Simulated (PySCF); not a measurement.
# doublet [BHCl2]+ at 6 levels

Aim: a comparison of 6 runs (UB2PLYP/STO-3G, UB3LYP/STO-3G, UPBE0/STO-3G, UMP2/STO-3G, NEVPT2(3,3)/STO-3G, UCCSD(T)/STO-3G) of doublet [BHCl2]+. 

Program for the calculation: PySCF 2.14.0.

5 further runs of the same task are left out: 5 set aside as unsound or not needed.

### Step 1. The molecule

[BHCl2]+ has 4 atoms, charge +1, and is taken as a doublet. As SMILES of the parent species, `[H]B(Cl)Cl`. Geometry: relaxed at GFN2-xTB. That shape belongs to the parent species and isn't relaxed for this state.

Bond lengths: B1–Cl2 1.701 Å, B1–Cl3 1.702 Å, B1–H4 1.173 Å. Angles: Cl2–B1–Cl3 120.2°, Cl2–B1–H4 119.9°, Cl3–B1–H4 119.9°.

### Step 2. The energy at UB2PLYP/STO-3G (run 1)

Contents of job.py:

```python
from pyscf import gto, dft, mp

system = gto.M(
    atom=[
    ('B', (-0.067270, -0.112350, 0.001160)),
    ('Cl', (1.633390, -0.145760, 0.012580)),
    ('Cl', (-0.893540, 1.375320, -0.017490)),
    ('H', (-0.672580, -1.117210, 0.003750)),
],
    verbose=4,
    max_memory=1860,
    charge=1,
    basis='sto-3g',
    spin=1,
)

mf = dft.UKS(system)
mf.xc = '0.53*HF + 0.47*B88, 0.73*LYP'
mf.conv_tol = 1e-10
mf.grids.level = 5
mf.kernel()
if not mf.converged:
    mf = mf.newton().run(mf.mo_coeff, mf.mo_occ)

pt = mp.MP2(mf, frozen=11).run()
e_tot = mf.e_tot + 0.27 * pt.e_corr
print('PT2 part  %.8f' % (0.27 * pt.e_corr))
print(f'total energy: {e_tot:.8f} hartree')
```

Launch:

```bash
$ OMP_NUM_THREADS=1 python job.py
```

The program printed:

```text
PySCF version 2.14.0

[... 55 lines left out ...]
WARN: HOMO -0.377927954219405 >= LUMO -0.377927954219398
[... 62 lines left out ...]
converged SCF energy = -934.78090946753  <S^2> = 0.75637761  2S+1 = 2.0063675
[... 1 line left out ...]
******** <class 'pyscf.mp.ump2.UMP2'> ********
nocc = (np.int64(9), np.int64(8)), nmo = (13, 13)
frozen orbitals 11
E(UMP2) = -934.884208152996  E_corr = -0.103298685466133
E(SCS-UMP2) = -934.88065324864  E_corr = -0.099743781110253
E_corr(same-spin) = -0.0279399709028154
E_corr(oppo-spin) = -0.0753587145633177
PT2 part  -0.02789065
total energy: -934.80880011 hartree
```

Run time: 6 s. Hardware: 1 thread of Arm Neoverse V2, shared host; peak memory 0.22 GiB.

### Step 3. The energy at UB3LYP/STO-3G (run 2)

Contents of job.py:

```python
from pyscf import gto, dft

system = gto.Mole()
system.atom = 'B -0.067270 -0.112350 0.001160; Cl 1.633390 -0.145760 0.012580; Cl -0.893540 1.375320 -0.017490; H -0.672580 -1.117210 0.003750'
system.basis = 'sto-3g'
system.spin = 1
system.max_memory = 1860
system.verbose = 4
system.charge = 1
system.build()

myscf = dft.UKS(system, xc='b3lyp')
myscf.grids.level = 5
myscf.conv_tol = 1e-10
myscf.kernel()
if not myscf.converged:
    myscf = myscf.newton().run(myscf.mo_coeff, myscf.mo_occ)

e_final = myscf.e_tot
print('E = %.10f Eh' % e_final)
```

Launch:

```bash
$ OMP_NUM_THREADS=1 python job.py
```

The program printed:

```text
PySCF version 2.14.0

[... 53 lines left out ...]
WARN: HOMO -0.364861648557447 >= LUMO -0.364861648557453
[... 42 lines left out ...]
converged SCF energy = -935.17089164737  <S^2> = 0.75246433  2S+1 = 2.0024628
E = -935.1708916474 Eh
```

Run time: 4.8 s. Hardware: 1 thread of Arm Neoverse V2, shared host; peak memory 0.22 GiB.

Runs 3 to 4 aren't shown in full; the table further down has their settings and results.

### Step 4. The energy at NEVPT2(3,3)/STO-3G (run 5)

Contents of calc.py:

```python
import numpy
from pyscf import gto, scf, mp, mcscf, mrpt

mol = gto.Mole()
mol.atom = 'B -0.067270 -0.112350 0.001160; Cl 1.633390 -0.145760 0.012580; Cl -0.893540 1.375320 -0.017490; H -0.672580 -1.117210 0.003750'
mol.spin = 1
mol.max_memory = 1860
mol.basis = 'sto-3g'
mol.verbose = 4
mol.charge = 1
mol.build()

mf = scf.ROHF(mol)
mf.conv_tol = 1e-10
mf.kernel()
if not mf.converged:
    mf = mf.newton().run(mf.mo_coeff, mf.mo_occ)

pt = mp.MP2(scf.addons.convert_to_uhf(mf)).run()
noons, natorbs = mcscf.addons.make_natural_orbitals(pt)
print('natural occupations', numpy.round(noons[:40], 4))
cas = mcscf.CASSCF(mf, 3, 3)
cas.fix_spin_(ss=0.75)
cas.natorb = True
cas.kernel(natorbs)
e_pt2 = mrpt.NEVPT(cas).kernel()
etot = cas.e_tot + e_pt2
print(f'total energy: {etot:.8f} hartree')
```

Launch:

```bash
$ OMP_NUM_THREADS=1 python calc.py
```

The program printed:

```text
PySCF version 2.14.0

[... 64 lines left out ...]
converged SCF energy = -933.763653501823
[... 33 lines left out ...]
sorting_mo_energy = False
[... 80 lines left out ...]
1-step CASSCF converged in  33 macro (622 JK 121 micro) steps
[... 2 lines left out ...]
Natural orbital (expansion on meta-Lowdin AOs) in CAS space
[... 13 lines left out ...]
CASSCF energy = -933.794469641920
[... 6 lines left out ...]
Natural orbital (expansion on meta-Lowdin AOs) in CAS space
[... 21 lines left out ...]
Nevpt2 Energy = -0.049963615884464
total energy: -933.84443326 hartree
```

It took 1.9 s on 1 thread of Arm Neoverse V2, shared host; peak memory 0.12 GiB.

### Step 5. A single-point energy at UCCSD(T)/STO-3G (run 6)

Contents of input.py:

```python
from pyscf import gto, scf, cc

mol = gto.Mole()
mol.atom = [
    ('B', (-0.067270, -0.112350, 0.001160)),
    ('Cl', (1.633390, -0.145760, 0.012580)),
    ('Cl', (-0.893540, 1.375320, -0.017490)),
    ('H', (-0.672580, -1.117210, 0.003750)),
]
mol.verbose = 3
mol.basis = 'sto-3g'
mol.spin = 1
mol.charge = 1
mol.max_memory = 1860
mol.build()

mf = scf.UHF(mol)
mf.conv_tol = 1e-10
mf.kernel()
if not mf.converged:
    mf = mf.newton().run(mf.mo_coeff, mf.mo_occ)

mycc = cc.CCSD(mf, frozen=11)
mycc.kernel()
e_t = mycc.ccsd_t()
e_final = mycc.e_tot + e_t
print(f'total energy: {e_final:.8f} hartree')
```

Launch:

```bash
$ OMP_NUM_THREADS=1 python input.py
```

The program printed:

```text
converged SCF energy = -933.767600770123  <S^2> = 0.76546939  2S+1 = 2.01541
E(UCCSD) = -933.8583577149636  E_corr = -0.09075694484058852
UCCSD(T) correction = -0.00537399524633899
total energy: -933.86373171 hartree
```

Run time: 0.64 s. Hardware: 1 thread of Arm Neoverse V2, shared host; peak memory 0.1 GiB.

### Step 6. All runs side by side

| run | level | frozen core orbitals | integration grid | energy (Eh) | HOMO energy (eV) | LUMO energy (eV) | ⟨S²⟩ | wall time |
| --- | --- | --- | --- | --- | --- | --- | --- | --- |
| 1 | UB2PLYP/STO-3G | 11 | 5 | -934.808800 | -16.31 | -12.97 | 0.756 | 6 s |
| 2 | UB3LYP/STO-3G | – | 5 | -935.170892 | -15.55 | -14.24 | 0.752 | 4.8 s |
| 3 | UPBE0/STO-3G | – | 5 | -934.877136 | -15.77 | -14.13 | 0.753 | 4.2 s |
| 4 | UMP2/STO-3G | 11 | – | -933.839385 | -17.30 | -10.97 | 0.765 | 0.56 s |
| 5 | NEVPT2(3,3)/STO-3G | – | – | -933.844433 | – | – | – | 1.9 s |
| 6 | UCCSD(T)/STO-3G | 11 | – | -933.863732 | -17.30 | -10.97 | 0.765 | 0.64 s |

### Step 7. What came out

| quantity | value |
| --- | --- |
| run 6: total energy | -933.86373 Eh |
| run 6: HOMO energy (Hartree–Fock orbitals) (highest over α and β) | -17.30 eV |
| run 6: LUMO energy (Hartree–Fock orbitals) (lowest over α and β) | -10.97 eV |
| run 6: correlation energy (11 core orbitals frozen) | -96.1 mEh |
| run 6: (T) correction | -5.37 mEh |
| run 6: ⟨S²⟩ of the reference determinant | 0.765 |
| run 6: T1 diagnostic | 0.020 |

What this shows: Totals of different functionals can't be ranked against each other. In runs 1, 2, 3, 4, 5, 6 the basis is minimal, so the values are rough. All runs together took 18 s, the longest 6 s.
